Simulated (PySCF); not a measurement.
Saddle search on Si₂H₆O, singlet by partitioned rational-function steps on PBE0-D4/def2-TZVP gradients (PySCF 2.14 with density fitting (its default auxiliary sets; JK sets also for MP2 and CCSD(T))), from this start:

| atom | x (Å) | y (Å) | z (Å) |
| --- | --- | --- | --- |
| Si1 | -0.8493 | -0.3778 | -0.2875 |
| H2 | -0.3827 | -1.7533 | 0.7851 |
| O3 | -0.8869 | -1.4159 | -1.4843 |
| H4 | -0.5262 | -1.9964 | -0.1165 |
| H5 | -2.0837 | 0.0345 | 0.4597 |
| Si6 | 0.9141 | 1.1341 | 0.0996 |
| H7 | 0.5592 | 2.4498 | -0.5231 |
| H8 | 1.0855 | 1.3198 | 1.5753 |
| H9 | 2.1699 | 0.6052 | -0.5084 |

```json
{"step": "1", "energy less the last (meV)": "15.5", "largest force (eV/Å)": "0.630", "curvature followed (eV/Å²)": "-25.19"}
{"step": "2", "energy less the last (meV)": "3.5", "largest force (eV/Å)": "0.163", "curvature followed (eV/Å²)": "-24.92"}
{"step": "3", "energy less the last (meV)": "2.8", "largest force (eV/Å)": "0.154", "curvature followed (eV/Å²)": "-24.85"}
{"step": "4", "energy less the last (meV)": "1.6", "largest force (eV/Å)": "0.161", "curvature followed (eV/Å²)": "-24.84"}
{"step": "5", "energy less the last (meV)": "1.3", "largest force (eV/Å)": "0.166", "curvature followed (eV/Å²)": "-24.77"}
{"step": "6", "energy less the last (meV)": "0.2", "largest force (eV/Å)": "0.089", "curvature followed (eV/Å²)": "-24.73"}
{"step": "7", "energy less the last (meV)": "0.8", "largest force (eV/Å)": "0.083", "curvature followed (eV/Å²)": "-24.73"}
{"step": "8", "energy less the last (meV)": "0.2", "largest force (eV/Å)": "0.039", "curvature followed (eV/Å²)": "-24.73"}
{"step": "9", "energy less the last (meV)": "0.1", "largest force (eV/Å)": "0.064", "curvature followed (eV/Å²)": "-24.72"}
{"step": "10", "energy less the last (meV)": "0.2", "largest force (eV/Å)": "0.072", "curvature followed (eV/Å²)": "-24.72"}
{"step": "11", "energy less the last (meV)": "0.1", "largest force (eV/Å)": "0.056", "curvature followed (eV/Å²)": "-24.72"}
{"step": "12", "energy less the last (meV)": "0.0", "largest force (eV/Å)": "0.010", "curvature followed (eV/Å²)": "-24.72"}
{"step": "13", "energy less the last (meV)": "0.0", "largest force (eV/Å)": "0.019", "curvature followed (eV/Å²)": "-24.72"}
{"step": "14", "energy less the last (meV)": "0.0", "largest force (eV/Å)": "0.002", "curvature followed (eV/Å²)": "-24.72"}
```

The search ended at:

```xyz
9
angstrom
Si -0.8516 -0.3827 -0.2429
H -0.3377 -1.7878 0.7039
O -0.9539 -1.3320 -1.4859
H -0.5217 -1.9864 -0.1985
H -2.0463 -0.0175 0.5752
Si 0.9117 1.1304 0.1072
H 0.6014 2.3806 -0.6375
H 1.0083 1.4400 1.5593
H 2.1896 0.5555 -0.3808
```
